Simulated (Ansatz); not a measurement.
C3H5FS (`C=C(F)SC`). The species carries charge 0 and has multiplicity 1. Geometry: relaxed with PBE0-D4/def2-TZVP. It is one conformer, not always the lowest.

```xyz
10

C     1.999    0.344   -0.419
C     0.697    0.541   -0.290
F    -0.013    1.052   -1.309
S    -0.215    0.294    1.174
C    -1.661   -0.566    0.523
H     2.556   -0.117    0.383
H     2.515    0.657   -1.317
H    -2.164    0.040   -0.227
H    -2.330   -0.712    1.372
H    -1.385   -1.535    0.110
```

(1) What is the dipole moment at ωB97M-V/def2-TZVPP? (An estimate is asked.)

(2) And with PBE, r2SCAN, B3LYP? (Best estimate.)

(3) Give the Mulliken charges with ωB97M-V, PBE, B3LYP in def2-TZVPP. (Estimate.)

Answers

(1) Ansatz gave: 1.18 D, with components (-0.39, -1.11, 0.13) D in this frame, pointing from negative to positive charge.

(2) Ansatz gave: PBE 1.18 D, r2SCAN 1.23 D, B3LYP 1.19 D.

(3) Computed: 
```json
{"atom": "C1", "ωB97M-V": "-0.24", "PBE": "-0.24", "B3LYP": "-0.26"}
{"atom": "C2", "ωB97M-V": "0.14", "PBE": "0.17", "B3LYP": "0.19"}
{"atom": "F3", "ωB97M-V": "-0.19", "PBE": "-0.16", "B3LYP": "-0.20"}
{"atom": "S4", "ωB97M-V": "-0.01", "PBE": "-0.07", "B3LYP": "-0.05"}
{"atom": "C5", "ωB97M-V": "-0.36", "PBE": "-0.28", "B3LYP": "-0.29"}
{"atom": "H6", "ωB97M-V": "0.11", "PBE": "0.10", "B3LYP": "0.12"}
{"atom": "H7", "ωB97M-V": "0.11", "PBE": "0.10", "B3LYP": "0.12"}
{"atom": "H8", "ωB97M-V": "0.15", "PBE": "0.13", "B3LYP": "0.13"}
{"atom": "H9", "ωB97M-V": "0.13", "PBE": "0.12", "B3LYP": "0.12"}
{"atom": "H10", "ωB97M-V": "0.14", "PBE": "0.12", "B3LYP": "0.12"}
```

B3LYP here is the variant with VWN-RPA as its local correlation; programs differ in this.
